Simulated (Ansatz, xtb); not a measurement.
**Ranking isomers of BOS**

3 gas-phase structures of BOS, found in a search over its isomers (lower ones may exist). Each was relaxed with GFN2-xTB:

A. `O=B[S]`, a doublet
B. `[B]=S=O`, a doublet
C. `[B]=[O+][S-]`, a doublet

Task: Estimate their order in r2SCAN-D4/def2-SVP energy at these geometries, lowest first.

Result: Calculated order at r2SCAN-D4/def2-SVP: A (0.0), C (99.5), B (138.6) kcal/mol.

Energies above the lowest of each column, in kcal/mol; the last columns are at B3LYP-D3(BJ)/def2-SVP geometries (a dash: not run or not comparable):

```tsv
structure	GFN2-xTB	HF/STO-3G	r2SCAN-D4/def2-SVP	B3LYP-D3(BJ)/def2-SVP	CCSD(T)/def2-TZVPP
A	0.0	0.0	0.0	0.0	0.0
C	69.1	99.7	99.5	91.0	85.8
B	131.4	163.9	138.6	relaxes to A	–
```

Every level run on A puts it lowest or level with the lowest. Frequencies (B3LYP-D3(BJ)/def2-SVP) were run for A, C alone. Open shells are spin-unrestricted, some with notable spin contamination.

Programs: Ansatz 0.2.0, xtb 6.7.1.
